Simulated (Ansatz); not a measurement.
# H4Si: the cost of one run

All numbers below are computed with Ansatz 0.2.0 (RKS BHLYP-D4/def2-TZVP).

## Step 1: The starting structure

Bond lengths: Si1–H2 1.660 Å, Si1–H3 1.660 Å, Si1–H4 1.459 Å, Si1–H5 1.459 Å. Angles: H2–Si1–H3 35.4°, H2–Si1–H4 123.4°, H2–Si1–H5 123.4°, H3–Si1–H4 123.4°, H3–Si1–H5 123.4°, H4–Si1–H5 109.5°.

Coordinates:

```xyz
5

Si    0.0000    0.0000    0.0000
H     0.9994    0.0000    1.3254
H     1.5827    0.0000    0.5009
H    -0.6877    1.1914   -0.4862
H    -0.6877   -1.1914   -0.4862
```

## Step 2: Pulling towards end A

Springs on the bonds that form and break draw the guess towards this end; the thresholds are loose.

The input, input.yaml:

```yaml
crystal:
  periodic: [false, false, false]
  atoms:
    - { symbol: Si, position_ang: [0.0, 0.0, 0.0] }
    - { symbol: H, position_ang: [0.9994, 0.0, 1.3254] }
    - { symbol: H, position_ang: [1.5827, 0.0, 0.5009] }
    - { symbol: H, position_ang: [-0.6877, 1.1914, -0.4862] }
    - { symbol: H, position_ang: [-0.6877, -1.1914, -0.4862] }
basis:
  gaussian: { orbitals: def2-TZVP }
hamiltonian:
  xc: { name: BHLYP }
  dispersion: d4
relax:
  f_tol: 0.15
  max_steps: 25
  restrain:
    - { distance: [1, 2], at: 1.86, k: 30.0 }
    - { distance: [0, 1], at: 1.46, k: 30.0 }
    - { distance: [0, 2], at: 1.46, k: 30.0 }
```

On the command line:

```
ansatz run input.yaml --threads 1 --pin off --max-ram 2048MiB --backend cpu --events-out ev --progress --plain --runs-dir out
```

Q: Estimate wall time and peak memory on 1 thread of Arm Neoverse V1, shared host.

About 6 s, with a peak of 0.096 GiB.
